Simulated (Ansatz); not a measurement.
The input, for Ansatz 0.2.0:

```yaml
crystal:
  periodic: [false, false, false]
  atoms:
    - {symbol: Ga, position_ang: [-0.003365, 0.029784, -0.061440]}
    - {symbol: H, position_ang: [-0.003365, -1.475541, -0.557218]}
    - {symbol: H, position_ang: [0.644933, -0.366604, 2.971828]}
    - {symbol: H, position_ang: [-0.408783, -0.218100, 1.835436]}
basis:
  gaussian: {orbitals: cc-pVDZ}
magnetization: {spin_polarized: false, initial_magnetization: 2}
hamiltonian: {xc: pbe}
correlation: {method: sc_nevpt2, electrons: valence, active_space: {window: {electrons: 4, orbitals: 4}}}
scf: {lower_state_search: full}
```

```sh
$ ansatz run in.yaml --threads 1 --pin off --events-out ev --progress --plain --max-ram 2393MiB
```

Problem. One thing in this input was set wrong on purpose, beside settings that are merely unusual. What is the gravest fault, and what does the program do?

Solution. Active space on a functional. How the run ends: refused.
```
Error: invalid value for `correlation.active_space`: it starts from restricted Hartree–Fock orbitals; set hamiltonian.xc: hf without magnetization.spin_polarized
```
